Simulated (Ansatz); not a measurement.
Ansatz (a quantum-chemistry and plane-wave program) input (B3LYP-D3(BJ)/def2-TZVP):

Ansatz 0.2 input:
```yaml
crystal:
  periodic: [false, false, false]
  atoms:
    - {symbol: O, position_ang: [0.89841876, 1.30071199, 0.57730002]}
    - {symbol: C, position_ang: [0.45316248, 0.23692923, 0.10663434]}
    - {symbol: N, position_ang: [1.35920281, -0.59712967, -0.29667276]}
    - {symbol: C, position_ang: [-0.99294660, -0.11527960, -0.01135983]}
    - {symbol: H, position_ang: [-1.49702424, 0.63500111, -0.61636519]}
    - {symbol: H, position_ang: [-1.09303455, -1.09530002, -0.46556589]}
    - {symbol: H, position_ang: [-1.44463244, -0.11096010, 0.97831775]}
    - {symbol: H, position_ang: [2.33119758, -0.33127989, -0.20371120]}
basis:
  gaussian:
    orbitals: def2-TZVP
hamiltonian:
  xc: b3lyp
  dispersion: d3bj
magnetization: {spin_polarized: true, initial_magnetization: 1}
relax: {f_tol: 0.002, max_steps: 150}
```

End of the output:

```
the calculation of the forces begins
reference -5676.92647535 eV, -208.6232000102 hartree; 16, 15 occupied and 132, 133 virtual orbitals, 842 factors
relax step  37: F+E_penalty+E_count = -5677.13480372 eV  Δ(F+E_penalty+E_count) = -5.001e-6 eV  max|allowed force component| = 1.278e-2 eV/Å  Δτ_max = 0.0075 Å  (47 SCF iters, accepted)
these checks for a lower state are left out or cut short: starts, cluster_reference, orbital_swaps, neighbouring_geometries, increment
integrals: 0.05 GiB planned
842 factors; their error is unknown
mean field: 0.67 GiB planned
mean field -5676.92626150 eV, -208.6231921512 hartree, gradient 1.8e-5 eV, S^2 0.765550; 0 other end points of the search recorded, 0 dependent functions left out
the calculation of the forces begins
reference -5676.92647489 eV, -208.6231999934 hartree; 16, 15 occupied and 132, 133 virtual orbitals, 842 factors
relax step  38: F+E_penalty+E_count = -5677.13480484 eV  Δ(F+E_penalty+E_count) = -1.118e-6 eV  max|allowed force component| = 7.526e-3 eV/Å  Δτ_max = 0.0003 Å  (50 SCF iters, accepted)
these checks for a lower state are left out or cut short: starts, cluster_reference, orbital_swaps, neighbouring_geometries, increment
integrals: 0.05 GiB planned
842 factors; their error is unknown
mean field: 0.67 GiB planned
mean field -5676.92626058 eV, -208.6231921175 hartree, gradient 1.8e-5 eV, S^2 0.765539; 0 other end points of the search recorded, 0 dependent functions left out
the calculation of the forces begins
reference -5676.92647398 eV, -208.6231999597 hartree; 16, 15 occupied and 132, 133 virtual orbitals, 842 factors
relax step  39: F+E_penalty+E_count = -5677.13480571 eV  Δ(F+E_penalty+E_count) = -8.737e-7 eV  max|allowed force component| = 2.795e-3 eV/Å  Δτ_max = 0.0008 Å  (49 SCF iters, accepted)
these checks for a lower state are left out or cut short: starts, cluster_reference, orbital_swaps, neighbouring_geometries, increment
integrals: 0.05 GiB planned
842 factors; their error is unknown
mean field: 0.67 GiB planned
mean field evaluation 416: about -5676.9263 eV, gradient 9.4e-5 eV
mean field -5676.92626064 eV, -208.6231921196 hartree, gradient 1.7e-5 eV, S^2 0.765534; 0 other end points of the search recorded, 0 dependent functions left out
the calculation of the forces begins
reference -5676.92647404 eV, -208.6231999618 hartree; 16, 15 occupied and 132, 133 virtual orbitals, 842 factors
relax step  40: F+E_penalty+E_count = -5677.13480590 eV  Δ(F+E_penalty+E_count) = -1.917e-7 eV  max|allowed force component| = 1.334e-3 eV/Å  Δτ_max = 0.0007 Å  (49 SCF iters, accepted)
integrals: 0.05 GiB planned
842 factors; their error is unknown
mean field: 0.67 GiB planned
mean field evaluation 448: about -5676.9263 eV, gradient 8.5e-4 eV
mean field -5676.92626064 eV, -208.6231921196 hartree, gradient 1.7e-5 eV, S^2 0.765534; 3 other end points of the search recorded, 0 dependent functions left out
the calculation of the forces begins
reference -5676.92647404 eV, -208.6231999618 hartree; 16, 15 occupied and 132, 133 virtual orbitals, 842 factors
Total energy: -5677.13501930 eV, -208.6308638590 hartree
Atom 0 at     0.860781     1.451181     0.148248 Å, force    -0.000095    -0.000192    -0.000015 eV/Å
Atom 1 at     0.465854     0.289658     0.053120 Å, force    -0.000377     0.001334    -0.000138 eV/Å
Atom 2 at     1.386492    -0.709041     0.190103 Å, force     0.000420    -0.001334     0.000385 eV/Å
Atom 3 at    -0.980201    -0.094812    -0.025041 Å, force     0.000254    -0.000011    -0.000090 eV/Å
Atom 4 at    -1.582607     0.772520    -0.285014 Å, force    -0.000088     0.000028    -0.000021 eV/Å
Atom 5 at    -1.121469    -0.889208    -0.759549 Å, force    -0.000016    -0.000069    -0.000036 eV/Å
Atom 6 at    -1.301145    -0.483137     0.943586 Å, force    -0.000017    -0.000059     0.000097 eV/Å
Atom 7 at     2.286639    -0.414467    -0.196877 Å, force    -0.000081     0.000302    -0.000182 eV/Å
Dipole moment:    -0.199190    -0.257962    -0.214264 e Å
```

It need not be the lowest isomer of its formula.
